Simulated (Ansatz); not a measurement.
# SiHCl (triplet): wave-function methods side by side at distance Cl1–H2 along a hydrogen transfer = 1.560 Å, 6-31G

Aim: climb from Hartree-Fock through coupled cluster and multireference methods for SiHCl (triplet) at one geometry and basis, and see what each rung misses.

Program: Ansatz 0.2.0, Gaussian basis. Level of theory: 6-31G, core rule «outside noble gas», up to 10 orbitals frozen. These are calculated values, not measurements.

The runs, in order: UHF; CCSD(T) on ROHF; CCSD(T) on UHF; BCCD(T) on ROHF; CISD; CCSDT(Q) on ROHF; CCSDT(Q) on UHF; CCSDTQ on ROHF; CCSDTQ on UHF; CASSCF and MRCISD+Q, 4 electrons in 4 orbitals; CASSCF and NEVPT2, 4 electrons in 4 orbitals; CASSCF and MRCISD+Q, 12 electrons in 9 orbitals; CASSCF and MRCISD+Q(relaxed), 12 electrons in 9 orbitals; CASSCF and NEVPT2, 12 electrons in 9 orbitals; Full CI.

1 further run of the same task is left out (it didn't finish).

## 1. The system

The geometry derives from fragments relaxed apart (PBE0/def2-TZVP) and kept rigid, so it is no stationary point. A hydrogen atom is moved between rigid fragments.

3 atoms, charge 0, spin multiplicity 3.

Atoms are counted from 1 here; the program's logs count them from 0.

Bond lengths: Cl1–H2 1.560 Å, H2–Si3 1.552 Å. Angles: Cl1–H2–Si3 180.0°.

Geometry (Å):

```xyz
3
ClHSi
Cl    0.0000    0.0000   -1.5573
H     0.0000    0.0000    0.0027
Si    0.0000    0.0000    1.5547
```

## 2. UHF

The input, in.yaml:

```yaml
crystal:
  periodic: [false, false, false]
  atoms:
    - {symbol: Cl, position_ang: [0.000000, 0.000000, -1.557333]}
    - {symbol: H, position_ang: [0.000000, 0.000000, 0.002667]}
    - {symbol: Si, position_ang: [0.000000, 0.000000, 1.554667]}
basis:
  gaussian: {orbitals: 6-31G}
magnetization: {spin_polarized: true, initial_magnetization: 2}
hamiltonian: {xc: hf}
output: {orbitals: {seedname: orbitals}}
```

The run is started by

```bash
ansatz run in.yaml --threads 1 --pin off --events-out ev --progress --plain --max-ram 2816MiB --backend cpu
```

Further steps of the session: CCSD(T) on ROHF; CCSD(T) on UHF; BCCD(T) on ROHF; CISD; CCSDT(Q) on ROHF; CCSDT(Q) on UHF; CCSDTQ on ROHF; CCSDTQ on UHF; CASSCF and MRCISD+Q, 4 electrons in 4 orbitals; CASSCF and NEVPT2, 4 electrons in 4 orbitals; CASSCF and MRCISD+Q, 12 electrons in 9 orbitals; CASSCF and MRCISD+Q(relaxed), 12 electrons in 9 orbitals; CASSCF and NEVPT2, 12 electrons in 9 orbitals; Full CI.

**Question.** What will the summary of the whole plan be? Wanted: FCI below the RHF energy; RMP2 from FCI; UMP2 from FCI; RCCSD from FCI; RCCSD(T) from FCI; UCCSD(T) from FCI; RCCSDT(Q) from FCI; UCCSDT(Q) from FCI; MRCISD+Q pair from FCI.

**Answer**, as computed:

| quantity | value |
| --- | --- |
| FCI below the RHF energy | -2.6145 eV |
| RMP2 from FCI | +557.4 meV |
| UMP2 from FCI | +606.3 meV |
| RCCSD from FCI | +53.4 meV |
| RCCSD(T) from FCI | +14.3 meV |
| UCCSD(T) from FCI | +14.0 meV |
| RCCSDT(Q) from FCI | +0.5 meV |
| UCCSDT(Q) from FCI | 0.0 meV |
| MRCISD+Q pair from FCI | +19.8 meV |
| NEVPT2 valence from FCI | +396.2 meV |
| MRCISD+Q valence from FCI | +21.1 meV |
| levels within 1 kcal/mol (43 meV) | RCCSD(T), UCCSD(T), BCCD(T), RCCSDT, UCCSDT, RCCSDT(Q), UCCSDT(Q), RCCSDTQ, UCCSDTQ, MRCISD+Q pair, MRCISD+Q valence, MRCISD+Q(relaxed) valence |
| T1 diagnostic | 0.018 |
| effectively unpaired electrons | 2.03 |

RCCSD(T) misses by +14.3 meV, 0.5 % of the correlation energy. One determinant dominates. Of the multireference levels listed MRCISD+Q(relaxed) valence comes nearest in total energy (+10.4 meV), which doesn't show that its space is the better one. These misses are within one basis, not against nature; the frozen cores of restricted and unrestricted runs differ, which can shift their rows.
